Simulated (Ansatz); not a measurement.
Saddle point of CH8OSi, closed shell (CH₆Si ([CH3][SiH3]) + H₂O → CH₆OSi ([CH3][SiH2][OH]) + H₂; bonds formed: Si1–O7, H2–H6; bonds broken: Si1–H2, H6–O7), PBE0-D4/def2-TZVP structure:

```xyz
11
angstrom
Si -0.5103 0.1237 -0.2039
H 0.0917 -1.4756 -0.6091
H -1.8758 -0.4348 -0.4148
H -0.7764 1.5953 -0.4237
C 0.1886 0.0463 1.5249
H 0.6186 -0.8507 -1.4475
O 0.7552 0.2350 -1.6066
H -0.3149 0.7678 2.1728
H 0.1016 -0.9542 1.9501
H 1.2497 0.3095 1.4957
H 0.4720 0.6378 -2.4380
```

Energies are electronic, without zero-point energy. Barriers and step energies count from the start structure reached by relaxing down the imaginary mode; all methods use the PBE0-D4 structures, on which another method's saddle can fall below an end. Program: Ansatz 0.2.0. Basis: def2-TZVPP, with def2-QZVPP for the basis limit. Cores are frozen in the correlated methods. B3LYP uses VWN-RPA correlation. Extrapolation: Hartree–Fock as exp(−7.88 √X), correlation as X^−2.97.

```tsv
method	barrier (kJ/mol)	step energy (kJ/mol)
SPW92	106.5	-55.7
PBE-D4	141.2	-57.2
BLYP-D4	157.5	-65.8
r2SCAN-D4	150.5	-66.9
B97M-V	?	-63.6
PBE0-D4	155.7	-57.9
B3LYP-D4	?	-65.4
r2SCAN0-D4	160.5	-65.3
BHLYP-D4	?	-66.7
CAM-B3LYP-D4	167.7	-66.3
wB97X-V	169.1	-63.3
wB97M-V	163.8	-64.2
B2PLYP	172.1	-66.9
PBE-QIDH	166.4	-63.1
RPA on PBE	177.2	-61.8
HF	230.6	-66.1
MP2	169.5	-69.7
CCSD	184.6	-62.2
CCSD(T)	175.6	-63.0
```

Question: Fill in the withheld barriers. (An estimate is asked for; the value comes from the calculation.)

Answer: Computed: B3LYP-D4 167.2; B97M-V 158.3; BHLYP-D4 183.5 kJ/mol. Each is the energy of the saddle less that of the start structure, by the same method.

For comparison, the barrier by CCSD(T) at an estimated basis limit (MP2 extrapolated from triple and quadruple zeta, plus CCSD(T) − MP2 in triple zeta) is 173.3 kJ/mol.

The T1 diagnostic stays at or below 0.012.

Labels in which every atom is bracketed show which atoms are joined, not bond orders.

For scale, one of the runs: CCSD(T)/def2-TZVPP, 216 basis functions, launched by `ansatz run in.yaml --threads 4 --pin off --events-out ev --progress --plain --max-ram 9574MiB`. The run took 14 s on 4 CPU threads of an AMD EPYC 9R45 (shared host), with 3.2 GiB of host memory at its peak.
